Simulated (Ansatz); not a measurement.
# C₂H₅NS: one species, many methods

How much do the methods differ for C₂H₅NS? The plan is to run it at one geometry with functionals of several rungs and with coupled cluster, and see how far each lands from CCSD(T) at the basis-set limit for the atomisation energy.

The runs use Ansatz 0.2.0, Gaussian basis; functionals in def2-TZVPP, the program's frozen cores in correlated methods.

The runs, in order: LDA (SPW92), PBE-D4, revPBE-D4, BLYP-D4, r2SCAN-D4, B97M-V, PBE0-D4, B3LYP-D4, r2SCANh-D4, r2SCAN0-D4, HSE06-D4, BHLYP-D4, CAM-B3LYP-D4, LC-ωPBE, ωB97X-V, ωB97M-V, B2PLYP, PBE-QIDH; CCSD(T)/def2-SVP; CCSD(T)/def2-TZVPP; MP2/def2-QZVPP; extrapolation to the limit; RPA on PBE.

## (1) The relaxed structure

The geometry comes from an earlier relaxation with PBE0-D4 in a triple-zeta def2 set; it is a stationary point, not always the lowest conformer.

SMILES `C=C(N)S`, 9 atoms, charge 0, spin multiplicity 1.

Atoms are counted from 1 here; the program's logs count them from 0.

Bond lengths: C1–C2 1.335 Å, C1–H5 1.084 Å, C1–H6 1.080 Å, C2–N3 1.384 Å, C2–S4 1.770 Å, N3–H7 1.009 Å, N3–H8 1.008 Å, S4–H9 1.340 Å. Angles: C2–C1–H5 120.3°, C2–C1–H6 121.7°, H5–C1–H6 118.0°, C1–C2–N3 125.4°, C1–C2–S4 124.1°, N3–C2–S4 110.3°, C2–N3–H7 115.2°, C2–N3–H8 114.5°, H7–N3–H8 113.1°, C2–S4–H9 95.9°.

Coordinates:

```xyz
9
charge 0, multiplicity 1
C     0.66681    0.99119   -0.02549
C    -0.16661   -0.05097   -0.05125
N     0.01370   -1.20310   -0.79600
S    -1.72990   -0.09274    0.77824
H     1.63420    0.93011   -0.51058
H     0.39419    1.92343    0.44610
H    -0.22461   -2.06134   -0.32295
H     0.89492   -1.25206   -1.28323
H    -1.39409    0.76918    1.74806
```

## (2) LDA

This LDA is Slater exchange with PW92 correlation.

The input, in.yaml:

```yaml
crystal:
  periodic: [false, false, false]
  atoms:
    - {symbol: C, position_ang: [0.666811, 0.991187, -0.025486]}
    - {symbol: C, position_ang: [-0.166608, -0.050970, -0.051253]}
    - {symbol: N, position_ang: [0.013697, -1.203104, -0.796000]}
    - {symbol: S, position_ang: [-1.729900, -0.092739, 0.778240]}
    - {symbol: H, position_ang: [1.634195, 0.930112, -0.510584]}
    - {symbol: H, position_ang: [0.394187, 1.923434, 0.446102]}
    - {symbol: H, position_ang: [-0.224613, -2.061340, -0.322951]}
    - {symbol: H, position_ang: [0.894924, -1.252061, -1.283225]}
    - {symbol: H, position_ang: [-1.394094, 0.769182, 1.748057]}
basis:
  gaussian: {orbitals: def2-TZVPP}
hamiltonian: {xc: lda}
output: {orbitals: {seedname: orbitals}}
```

Started as:

```
$ ansatz run in.yaml --threads 2 --pin off --events-out ev --progress --plain --max-ram 4352MiB
```

Further steps of the session: PBE-D4 (GGA); revPBE-D4 (GGA); BLYP-D4 (GGA); r2SCAN-D4 (meta-GGA); B97M-V (meta-GGA); PBE0-D4 (hybrid); B3LYP-D4 (hybrid); r2SCANh-D4 (hybrid); r2SCAN0-D4 (hybrid); HSE06-D4 (hybrid); BHLYP-D4 (hybrid); CAM-B3LYP-D4 (range-separated); LC-ωPBE (range-separated); ωB97X-V (range-separated); ωB97M-V (range-separated); B2PLYP (double hybrid); PBE-QIDH (double hybrid); CCSD(T) in def2-SVP; CCSD(T) in def2-TZVPP; MP2 in def2-QZVPP; RPA on PBE orbitals.

Q: Predict the results of all the runs planned. Wanted: atomisation energy, CCSD(T)/CBS; farthest beyond LDA; mean size of error, GGA; mean size of error, meta-GGA; mean size of error, hybrid; mean size of error, range-separated; mean size of error, double hybrid; gap, smallest and largest; T1 diagnostic.

**Answer**, as computed:

| quantity | value |
| --- | --- |
| atomisation energy, CCSD(T)/CBS | 3328.5 kJ/mol |
| functionals within 16.6 kJ/mol (0.5 %) | r2SCAN-D4, r2SCANh-D4, LC-ωPBE, ωB97X-V |
| farthest beyond LDA | PBE-D4 (+117.8 kJ/mol) |
| mean size of error, GGA | 59.2 kJ/mol |
| mean size of error, meta-GGA | 17.7 kJ/mol |
| mean size of error, hybrid | 42.8 kJ/mol |
| mean size of error, range-separated | 18.8 kJ/mol |
| mean size of error, double hybrid | 22.8 kJ/mol |
| gap, smallest and largest | 4.12 eV (BLYP-D4), 11.17 eV (LC-ωPBE) |
| T1 diagnostic | 0.0118 |
| triples share of the correlation energy | 4.4 % |

**Reading.** The LDA atomisation energy is off by 556.7 kJ/mol (17 %): it overbinds. PBE-D4 misses by +117.8 kJ/mol. Double hybrids carry the basis error of their MP2 part in triple zeta, and no dispersion term here, so their miss is partly the set-up's. Taken by rung, meta-GGA functionals do best (17.7 kJ/mol on average) and GGA ones worst beyond LDA (59.2 kJ/mol). The gap between the best rungs is small, so their order is not settled. The reference freezes the cores and leaves out relativity and excitations past (T), so misses under about 16.6 kJ/mol can't be ranked. Hartree-Fock recovers 69 % of the binding; the rest is correlation. CCSD(T) in def2-SVP is off by -203.5 kJ/mol, which most functionals beat. The gap grows from 4.1 to 11.2 eV across the functionals, mostly with the share of exact exchange.
